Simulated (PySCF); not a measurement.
# Beryllium: a sound run and one with changed settings

Sound run: Be [He] 2s2, Be⁺ [He] 2s1. All numbers are calculated (PySCF 2.14, the spin-free X2C one-electron Hamiltonian (Gaussian nucleus), in x2c-TZVPall). In the sound run the correlated levels freeze 1s2. The sound run starts from symmetry-adapted Hartree-Fock orbitals and uses a fine grid where one is needed.

Changed run: all electrons correlated in a basis built for the valence shell.

| species | method | sound run (hartree) | changed run (hartree) | converged |
| --- | --- | --- | --- | --- |
| Be | MP2 | -14.60116 | -14.62977 | yes |
| Be | CCSD(T) | -14.62017 | -14.65161 | yes |
| Be⁺ | MP2 | n/a | -14.30741 | yes |
| Be⁺ | CCSD(T) | n/a | -14.31087 | yes |

Ionisation energy of Be:

```
 method  sound run (eV)  changed run (eV)
    UHF           8.043             8.043
    MP2           8.753             8.772
SCS-MP2           8.895             8.910
   CCSD           9.270             9.265
CCSD(T)           9.270             9.272
```

A valence basis has no tight correlating functions, so it recovers only part of the core correlation, and not evenly between atom and ion.

For comparison, NIST gives 9.323 eV between the lowest levels.
